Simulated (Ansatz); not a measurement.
# CH10Si2 (built from SMILES C[SiH3].[SiH4]): search for a transition state, part 2 of 2

Ansatz 0.2.0, Gaussian basis; PBE0-D4.

## Step 6: Checking the order of the point

vib/in.yaml reads:

```yaml
crystal:
  periodic: [false, false, false]
  atoms:
    - {symbol: Si, position_ang: [-0.635434, 0.666301, 0.750041]}
    - {symbol: C, position_ang: [0.620968, -1.061779, 1.167824]}
    - {symbol: H, position_ang: [-2.006770, 0.396623, 0.247850]}
    - {symbol: H, position_ang: [-0.818049, 0.637404, 2.253677]}
    - {symbol: H, position_ang: [-0.006055, 1.995911, 0.532352]}
    - {symbol: H, position_ang: [0.337215, -0.446212, 0.009464]}
    - {symbol: Si, position_ang: [0.016759, 0.371788, -1.838646]}
    - {symbol: H, position_ang: [1.222152, -1.727157, 0.536437]}
    - {symbol: H, position_ang: [1.272408, -0.559138, 1.881629]}
    - {symbol: H, position_ang: [-0.158633, -1.640523, 1.661283]}
    - {symbol: H, position_ang: [-0.354706, -0.849240, -2.623640]}
    - {symbol: H, position_ang: [1.399808, 0.748286, -2.275448]}
    - {symbol: H, position_ang: [-0.889563, 1.467835, -2.302724]}
basis:
  gaussian: {orbitals: def2-TZVP}
hamiltonian: {xc: pbe0, dispersion: d4}
phonons: {temperatures: {t_min: 298.15, t_max: 900, t_step: 200}}
```

Started as:

```sh
ansatz run in.yaml --threads 4 --pin off --events-out ev --progress --plain --max-ram 9574MiB
```

The log of the run, cut to the lines that bear on the results:

```text
Functional definition: PBE0
  name "PBE0"
  cite "Adamo & Barone, J. Chem. Phys. 110, 6158 (1999) doi:10.1063/1.478522"
  cite "Perdew, Burke & Ernzerhof, Phys. Rev. Lett. 77, 3865 (1996) doi:10.1103/PhysRevLett.77.3865"
  parent pbe
[...]
1156 factors; their error is unknown
[...]
mean field -16944.16481955 eV, -622.6865719511 hartree, gradient 4.1e-5 eV, S^2 0.000000; 0 other end points of the search recorded, 0 dependent functions left out
[...]
reference -16944.16485615 eV, -622.6865732961 hartree; 22, 22 occupied and 143, 143 virtual orbitals, 1156 factors
[... from here to the last solve, the lines of the solves are left out (77 solves) ...]
1156 factors; their error is unknown
[...]
mean field -16944.16480735 eV, -622.6865715027 hartree, gradient 2.2e-6 eV, S^2 0.000000; 0 other end points of the search recorded, 0 dependent functions left out
[...]
WARN: phonons: modes at or below zero, which the zero-point energy, F, S and C_V leave out: 1, the lowest at -1386.77 cm⁻¹. A minimum has none, and a first-order saddle one
[...]
Atom 5 at     0.337215    -0.446212     0.009464 Å, force     0.001862    -0.002932     0.000781 eV/Å
Atom 6 at     0.016759     0.371788    -1.838646 Å, force    -0.000582     0.016385    -0.001908 eV/Å
Atom 7 at     1.222152    -1.727157     0.536437 Å, force     0.001402    -0.011495    -0.009864 eV/Å
Atom 8 at     1.272408    -0.559138     1.881629 Å, force    -0.009298     0.002805     0.004459 eV/Å
Atom 9 at    -0.158633    -1.640523     1.661283 Å, force    -0.004248    -0.000930     0.010467 eV/Å
Atom 10 at    -0.354706    -0.849240    -2.623640 Å, force    -0.005404    -0.007694    -0.003812 eV/Å
Atom 11 at     1.399808     0.748286    -2.275448 Å, force    -0.001722    -0.000869     0.003656 eV/Å
Atom 12 at    -0.889563     1.467835    -2.302724 Å, force     0.008723    -0.005633     0.003374 eV/Å
Dipole moment:     0.140179    -0.284787     0.446609 e Å
Vibrations: -1386.77 49.84 175.27 207.88 222.66 263.98 275.08 411.10 508.58 512.13 670.87 688.63 809.99 825.24 927.47 932.98 954.95 1030.34 1046.15 1211.74 1216.23 1397.59 1428.94 1827.23 2033.03 2153.54 2165.77 2173.16 2187.94 2224.86 3037.60 3141.11 3195.49 cm⁻¹, zero-point energy 2.473942 eV
```

Run time: 93 s. Hardware: 4 threads of Arm Neoverse V2, shared host.

Wavenumbers and character of the modes:

| mode | wavenumber (cm⁻¹) | character |
| --- | --- | --- |
| 1 | 1387i | changes C2–H6, H6–Si7 |
| 2 | 50 | bend with torsion |
| 3 | 175 | bend with torsion |
| 4 | 208 | not assigned (largely outside the bonds, angles and torsions drawn) |
| 5 | 223 | torsion |
| 6 | 264 | not assigned (largely outside the bonds, angles and torsions drawn) |
| 7 | 275 | torsion |
| 8 | 411 | not assigned (largely outside the bonds, angles and torsions drawn) |
| 9 | 509 | bend with torsion |
| 10 | 512 | not assigned (largely outside the bonds, angles and torsions drawn) |
| 11 | 671 | not assigned (largely outside the bonds, angles and torsions drawn) |
| 12 | 689 | bend |
| 13 | 810 | bend with torsion |
| 14 | 825 | bend |
| 15 | 927 | bend |
| 16 | 933 | bend |
| 17 | 955 | bend with C–H stretch |
| 18 | 1030 | bend |
| 19 | 1046 | bend |
| 20 | 1212 | bend |
| 21 | 1216 | bend |
| 22 | 1398 | bend |
| 23 | 1429 | bend |
| 24 | 1827 | Si–H stretch |
| 25 | 2033 | Si–H stretch |
| 26 | 2154 | Si–H stretch |
| 27 | 2166 | Si–H stretch |
| 28 | 2173 | Si–H stretch |
| 29 | 2188 | Si–H stretch |
| 30 | 2225 | Si–H stretch |
| 31 | 3038 | C–H stretch |
| 32 | 3141 | C–H stretch |
| 33 | 3195 | C–H stretch |

Vibrational sums (real modes only):

| T (K) | entropy (J/mol/K) | heat capacity (J/mol/K) |
| --- | --- | --- |
| 298 | 76.5 | 85.8 |
| 498 | 131.8 | 131.4 |
| 698 | 181.8 | 164.5 |
| 898 | 226.3 | 188.6 |

Modes under 50 cm⁻¹ weigh heavily in the entropy, and the harmonic picture is poor for them.

## Step 7: Relaxing after a step of 0.30 Å one way along the mode

downa/in.yaml reads:

```yaml
crystal:
  periodic: [false, false, false]
  atoms:
    - {symbol: Si, position_ang: [-0.684431, 0.745949, 0.632853]}
    - {symbol: C, position_ang: [0.669045, -1.121875, 1.124480]}
    - {symbol: H, position_ang: [-2.065668, 0.402598, 0.250888]}
    - {symbol: H, position_ang: [-0.783062, 0.599798, 2.206438]}
    - {symbol: H, position_ang: [-0.030377, 2.064021, 0.527287]}
    - {symbol: H, position_ang: [0.337549, -0.526610, 0.298490]}
    - {symbol: Si, position_ang: [-0.021636, 0.402679, -1.843901]}
    - {symbol: H, position_ang: [1.265859, -1.787018, 0.541366]}
    - {symbol: H, position_ang: [1.319767, -0.577864, 1.876729]}
    - {symbol: H, position_ang: [-0.154871, -1.597537, 1.614606]}
    - {symbol: H, position_ang: [-0.361789, -0.841503, -2.629620]}
    - {symbol: H, position_ang: [1.398829, 0.735955, -2.243090]}
    - {symbol: H, position_ang: [-0.889115, 1.501508, -2.356426]}
basis:
  gaussian: {orbitals: def2-TZVP}
hamiltonian: {xc: pbe0, dispersion: d4}
relax: {f_tol: 0.005, max_steps: 200}
```

Started as:

```sh
ansatz run in.yaml --threads 4 --pin off --events-out ev --progress --plain --max-ram 9574MiB
```

The log of the run, cut to the lines that bear on the results:

```text
[... 5 set-up lines as earlier in the session ...]
[...]
1156 factors; their error is unknown
[...]
mean field -16944.51519321 eV, -622.6994479454 hartree, gradient 3.8e-5 eV, S^2 0.000000; 0 other end points of the search recorded, 0 dependent functions left out
[...]
reference -16944.51522983 eV, -622.6994492912 hartree; 22, 22 occupied and 143, 143 virtual orbitals, 1156 factors
relax step   1: F+E_penalty+E_count = -16944.72651700 eV  Δ(F+E_penalty+E_count) = +0.000e0 eV  max|allowed force component| = 2.670e0 eV/Å  Δτ_max = 0.0000 Å  (27 SCF iters, accepted)
[...]
Atom 3 at    -0.888549     0.872360     1.540998 Å, force    -0.000450    -0.000207     0.000560 eV/Å
Atom 4 at    -0.888709     3.032906     0.458745 Å, force    -0.000731    -0.001468     0.000515 eV/Å
Atom 5 at     1.678771    -1.928668     0.010737 Å, force    -0.000879     0.000755     0.004400 eV/Å
Atom 6 at    -0.286463     0.676309    -1.579807 Å, force    -0.001324    -0.002774    -0.000424 eV/Å
Atom 7 at     1.730599    -2.568228     1.670709 Å, force    -0.000816     0.003092    -0.003815 eV/Å
Atom 8 at     1.466853    -0.830597     1.396225 Å, force    -0.000937    -0.003241    -0.002707 eV/Å
Atom 9 at     0.190675    -2.001149     0.984699 Å, force    -0.001725     0.001980    -0.000205 eV/Å
Atom 10 at    -0.697158    -0.743878    -1.741771 Å, force     0.000370    -0.000140    -0.000814 eV/Å
Atom 11 at     1.195224     0.736089    -1.465414 Å, force    -0.001254     0.000753     0.001367 eV/Å
Atom 12 at    -0.699586     1.431160    -2.793754 Å, force     0.000152     0.000341    -0.001392 eV/Å
Dipole moment:     0.009914    -0.014840     0.007752 e Å
```

It took 61 s on 4 threads of Arm Neoverse V2, shared host.

Step by step: (not every step is listed) (the energy doesn't fall at every step)

| step | energy from step 1 (eV) | largest force component (eV/Å) |
| --- | --- | --- |
| 1 | 0.0000 | 2.6696 |
| 2 | -0.8952 | 1.3164 |
| 3 | -1.7336 | 1.1472 |
| 4 | -2.3131 | 1.0537 |
| 5 | -2.6809 | 0.5348 |
| 6 | -2.8850 | 0.3599 |
| 7 | -2.9811 | 0.2218 |
| 8 | -3.0171 | 0.0760 |
| 9 | -2.8381 | 0.8349 |
| 11 | -3.0286 | 0.0272 |
| 13 | -3.0331 | 0.0624 |
| 15 | -3.0268 | 0.5333 |
| 17 | -3.0356 | 0.0050 |
| 19 | -3.0369 | 0.0398 |
| 21 | -3.0303 | 0.4787 |
| 23 | -3.0380 | 0.1049 |
| 25 | -3.0389 | 0.0229 |
| 27 | -3.0394 | 0.0954 |
| 29 | -3.0399 | 0.0164 |
| 31 | -3.0401 | 0.0160 |
| 33 | -3.0404 | 0.0137 |
| 34 | -3.0405 | 0.0296 |
| 35 | -3.0405 | 0.0173 |
| 36 | -3.0406 | 0.0071 |
| 37 | -3.0406 | 0.0095 |
| 38 | -3.0405 | 0.0375 |
| 39 | -3.0406 | 0.0046 |

Close pairs (by a distance rule), those that changed most:

| bond | before (Å) | after (Å) | change (Å) |
| --- | --- | --- | --- |
| Si1–H6 | 1.666 | 4.630 | +2.964 |
| Si1–Si7 | 2.587 | 2.339 | -0.248 |
| Si1–H4 | 1.583 | 1.487 | -0.096 |
| C2–H9 | 1.134 | 1.090 | -0.044 |
| Si7–H12 | 1.513 | 1.487 | -0.025 |
| Si7–H11 | 1.510 | 1.487 | -0.023 |
| C2–H8 | 1.067 | 1.090 | +0.023 |
| C2–H10 | 1.070 | 1.090 | +0.020 |

## Step 8: Relaxing after a step of 0.30 Å the other way along the mode

downb/in.yaml reads:

```yaml
crystal:
  periodic: [false, false, false]
  atoms:
    - {symbol: Si, position_ang: [-0.586437, 0.586653, 0.867229]}
    - {symbol: C, position_ang: [0.572891, -1.001682, 1.211167]}
    - {symbol: H, position_ang: [-1.947872, 0.390649, 0.244813]}
    - {symbol: H, position_ang: [-0.853037, 0.675010, 2.300916]}
    - {symbol: H, position_ang: [0.018267, 1.927800, 0.537418]}
    - {symbol: H, position_ang: [0.336881, -0.365813, -0.279562]}
    - {symbol: Si, position_ang: [0.055154, 0.340897, -1.833392]}
    - {symbol: H, position_ang: [1.178444, -1.667296, 0.531509]}
    - {symbol: H, position_ang: [1.225050, -0.540412, 1.886528]}
    - {symbol: H, position_ang: [-0.162396, -1.683509, 1.707961]}
    - {symbol: H, position_ang: [-0.347622, -0.856978, -2.617659]}
    - {symbol: H, position_ang: [1.400787, 0.760617, -2.307807]}
    - {symbol: H, position_ang: [-0.890010, 1.434163, -2.249021]}
basis:
  gaussian: {orbitals: def2-TZVP}
hamiltonian: {xc: pbe0, dispersion: d4}
relax: {f_tol: 0.005, max_steps: 200}
```

Started as:

```sh
ansatz run in.yaml --threads 4 --pin off --events-out ev --progress --plain --max-ram 9574MiB
```

The log of the run, cut to the lines that bear on the results:

```text
[... 5 set-up lines as earlier in the session ...]
[...]
1156 factors; their error is unknown
[...]
mean field -16944.90694576 eV, -622.7138445864 hartree, gradient 2.7e-5 eV, S^2 0.000000; 0 other end points of the search recorded, 0 dependent functions left out
[...]
reference -16944.90698267 eV, -622.7138459426 hartree; 22, 22 occupied and 143, 143 virtual orbitals, 1156 factors
relax step   1: F+E_penalty+E_count = -16945.12012743 eV  Δ(F+E_penalty+E_count) = +0.000e0 eV  max|allowed force component| = 2.622e0 eV/Å  Δτ_max = 0.0000 Å  (26 SCF iters, accepted)
[...]
Atom 3 at    -0.897031     1.287773     2.622699 Å, force    -0.000062    -0.001029    -0.000369 eV/Å
Atom 4 at     0.140503     1.402893     0.452191 Å, force    -0.000867    -0.000637     0.001196 eV/Å
Atom 5 at     0.129311    -0.839843    -1.629133 Å, force    -0.001207     0.000919     0.000160 eV/Å
Atom 6 at     0.114139     0.316369    -2.561930 Å, force     0.000809     0.001536    -0.001312 eV/Å
Atom 7 at     0.725194    -1.554097     0.930264 Å, force     0.000290    -0.000266     0.000362 eV/Å
Atom 8 at     1.424270    -0.664877     2.290375 Å, force    -0.001116    -0.000076    -0.000523 eV/Å
Atom 9 at    -0.033734    -1.637912     2.526057 Å, force     0.000446     0.000235    -0.000845 eV/Å
Atom 10 at     0.169951    -0.186714    -3.958567 Å, force    -0.000332    -0.000361     0.000495 eV/Å
Atom 11 at     1.293749     1.178056    -2.299890 Å, force     0.000223    -0.001351    -0.000244 eV/Å
Atom 12 at    -1.132641     1.096106    -2.364440 Å, force     0.000955    -0.001124     0.000508 eV/Å
Dipole moment:     0.089476    -0.125222     0.051005 e Å
```

Run time: 63 s. Hardware: 4 threads of Arm Neoverse V2, shared host.

Along the way: (not every step is listed) (the energy doesn't fall at every step)

| step | energy from step 1 (eV) | largest force component (eV/Å) |
| --- | --- | --- |
| 1 | 0.0000 | 2.6219 |
| 2 | -1.0519 | 2.8207 |
| 3 | -1.5794 | 1.5622 |
| 4 | -2.0710 | 0.3406 |
| 5 | -2.2918 | 0.3238 |
| 6 | -2.3995 | 0.1869 |
| 7 | -2.4529 | 0.0835 |
| 8 | -2.4449 | 0.4583 |
| 9 | -2.4624 | 0.0423 |
| 11 | -2.4591 | 0.4159 |
| 13 | -2.4693 | 0.0301 |
| 15 | -2.4710 | 0.0360 |
| 17 | -2.4724 | 0.0193 |
| 19 | -2.4728 | 0.0164 |
| 21 | -2.4726 | 0.0938 |
| 23 | -2.4730 | 0.0986 |
| 25 | -2.4740 | 0.0330 |
| 27 | -2.4750 | 0.1183 |
| 29 | -2.4771 | 0.0047 |
| 31 | -2.4784 | 0.1676 |
| 33 | -2.4811 | 0.0530 |
| 34 | -2.4814 | 0.0478 |
| 35 | -2.4816 | 0.0283 |
| 36 | -2.4818 | 0.0072 |
| 37 | -2.4818 | 0.0044 |
| 38 | -2.4818 | 0.0035 |
| 39 | -2.4818 | 0.0016 |

Close pairs (by a distance rule), those that changed most:

| bond | before (Å) | after (Å) | change (Å) |
| --- | --- | --- | --- |
| H6–Si7 | 1.730 | 1.486 | -0.244 |
| Si1–C2 | 1.996 | 1.870 | -0.126 |
| C2–H9 | 1.046 | 1.092 | +0.046 |
| C2–H8 | 1.128 | 1.092 | -0.036 |
| Si1–H4 | 1.461 | 1.488 | +0.027 |
| C2–H10 | 1.119 | 1.092 | -0.027 |
| Si1–H3 | 1.510 | 1.488 | -0.022 |
| Si7–H13 | 1.504 | 1.484 | -0.020 |

## Step 9: What the saddle joins

| pair | start side (Å) | saddle (Å) | end side (Å) |
| --- | --- | --- | --- |
| Si1–Si7 | 4.026 | 2.686 | 2.339 |
| C2–H6 | 3.478 | 1.342 | 1.090 |
| Si1–C2 | 1.870 | 2.177 | 4.345 |
| H6–Si7 | 1.486 | 2.046 | 3.630 |

## Step 10: What came out

This closing draws on all 2 parts.

```
                       quantity                                                       value
                 imaginary mode                                                  1387i cm⁻¹
    barrier from the start side                                                311.0 kJ/mol
      barrier from the end side                                                326.9 kJ/mol
             energy of the step                                                -15.9 kJ/mol
              pairs that change  Si1–Si7 formed, C2–H6 formed, Si1–C2 broken, H6–Si7 broken
zero-point energy at the saddle                                                    2.474 eV
```

In words: One imaginary mode, 1387i cm⁻¹, makes this a first-order saddle. The two relaxations end on the structures that were planned. At PBE0-D4/def2-TZVP the electronic barrier is 311.0 kJ/mol, about 125 kT at 298 K, and the step runs 15.9 kJ/mol downhill. The barrier is thin enough for tunnelling; the leading (Wigner) term alone is a factor of 2.9 at 298 K. The ends are the nearest minima, not always the lowest complexes.
